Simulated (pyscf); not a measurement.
## Addition across a multiple bond or ene-type step: HN=Si: [singlet] + hydrogen fluoride (HF) -> H₂N–Si:–F [singlet]

Gas phase, singlet surface, charge 0. Bonds broken: F4–H5. Bonds formed: N1–H5, Si2–F4. Single points on ωB97X-D3(BJ)/def2-SVP structures (PySCF, gas phase). MP2 and CC: frozen core, UHF for open shells. ΔMP2 is the change of the MP2 total energy from the triple- to the quadruple-zeta basis.

Transition state (Å):

```xyz
5

N     -0.5031    -0.8272     0.2877
Si    -1.1871     0.2078     1.3040
H      0.2581    -1.4664     0.1079
F     -2.5217     0.2179    -0.4438
H     -1.7350    -0.4105    -0.5693
```

One imaginary mode, 290i cm⁻¹; descent along it reached the two sides named, in the forms told below.

```tsv
bond	change	reactant side (Å)	saddle	product side
F4–H5	breaks	0.939	1.015	2.6
N1–H5	forms	1.917	1.557	1.017
Si2–F4	forms	2.9	2.199	1.648
```

Electronic energies relative to the separated reactants (eV):

```csv
level,barrier,reaction energy,reverse barrier
ωB97X-D3(BJ)/def2-TZVP,-0.07,-2.72,2.64
PBE/def2-TZVP,-0.18,-2.53,2.35
r²SCAN/def2-TZVP,-0.11,-2.65,2.54
B3LYP-D3(BJ)/def2-TZVP,-0.05,-2.60,2.54
PBE0-D3(BJ)/def2-TZVP,-0.12,-2.67,2.54
M06-2X/def2-TZVP,-0.03,-2.64,2.61
ωB97M-D3(BJ)/def2-TZVP,-0.07,-2.61,2.54
HF/def2-TZVP,0.39,-2.72,3.11
MP2/def2-QZVPP,0.13,-2.37,2.50
CCSD/def2-TZVPP,0.19,-2.48,2.67
CCSD(T)/def2-TZVPP,0.15,-2.40,2.55
CCSD(T)/def2-TZVPP + ΔMP2(QZVPP),0.14,-2.42,2.56
```

With CCSD(T)/def2-TZVPP + ΔMP2(QZVPP) energies and thermal terms (ideal gas, 1 atm, RRHO with modes under 100 cm⁻¹ raised to 100, one conformer, R ln 2 for rigid chiral ones), in eV:

```tsv
T (K)	ΔH‡	ΔG‡	ΔH	ΔG
298	0.11	0.48	-2.34	-1.97
600	0.08	0.87	-2.35	-1.59
900	0.07	1.27	-2.34	-1.22
1200	0.07	1.68	-2.32	-0.85
```

On the reactant side the descent ends in a complex, 0.30 eV under the separated species and 0.23 eV under the saddle at ωB97X-D3(BJ)/def2-TZVP. At ωB97X-D3(BJ), PBE, r²SCAN, B3LYP-D3(BJ), PBE0-D3(BJ), M06-2X, ωB97M-D3(BJ) the saddle lies under the separated reactants, which points to a path from their complex (located at ωB97X-D3(BJ) alone). One saddle was located; it need not be the lowest between these sides. The CCSD(T) − MP2 part came from Ansatz, without density fitting, on the same reference.
